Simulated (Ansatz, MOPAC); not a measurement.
Gas-phase reaction in SMILES: CC (C2H6) [ethane] → [CH2]C (C2H5) + H atom (the C-H bond breaks)

Property: bond dissociation energy (enthalpy at 298 K), in kcal/mol. Conventions: frozen cores in correlated levels; spin-orbit terms left out; LANL2DZ all-electron up to Ne; non-relativistic; no dispersion term unless named; 6-311+G** with 5d; six Cartesian d functions in 6-31G* and its kin unless marked 5d; UHF or UKS for open shells. Basis-set limits of correlation are two-point, X^-3; Hartree-Fock from the larger set. [CCSD(T)-MP2]/basis is that difference in the basis named. First-principles rows: single points at B3LYP-D3(BJ) geometries (Ansatz, an electronic-structure program), with unscaled harmonic terms from B3LYP/6-31G* (Ansatz) at its own minima. Semi-empirical rows: MOPAC heats of formation at their own minima for 298 K.

Measured values: Active Thermochemical Tables 1.112 (ions: stationary electron), as tabulated in the package chemicals; G2/97 table in ASE (Curtiss et al.); they hold spin-orbit and core effects, anharmonicity. 

Value to compare with, the measured value: 101.0 kcal/mol.

| level | program | bond dissociation energy (enthalpy at 298 K) (kcal/mol) | error |
|---|---|---|---|
| PM6 | MOPAC | 83.9 | -17.1 |
| MNDO | MOPAC | 82.4 | -18.6 |
| PBE/3-21G | Ansatz | 101.3 | 0.3 |
| B3LYP/6-31G* | Ansatz | 100.1 | -0.9 |
| B3LYP/cc-pVDZ | Ansatz | 97.8 | -3.2 |
| B3LYP/6-311+G** | Ansatz | 98.3 | -2.7 |
| MP2/LANL2DZ | Ansatz | 88.1 | -12.9 |
| wB97M-V/def2-TZVPD | Ansatz | 100.3 | -0.7 |
| RI-MP2/CBS(def2-TZVPPD,def2-QZVPPD)+[CCSD(T)-MP2]/def2-TZVPPD | Ansatz | 101.4 | 0.4 |

Among the 7 habitual levels, MNDO lies farthest from the measured value (-18.6 kcal/mol); 1 of 7 lie above it, and their mean absolute error is 8.0 kcal/mol, the median 3.2. One case shows no general order.

The levels are drawn from those run, B3LYP/6-31G* more often than the rest, none by its result; left out are runs that failed, that the program found above a lower state of the same kind, or whose <S^2> lies over 0.5 above the pure value.
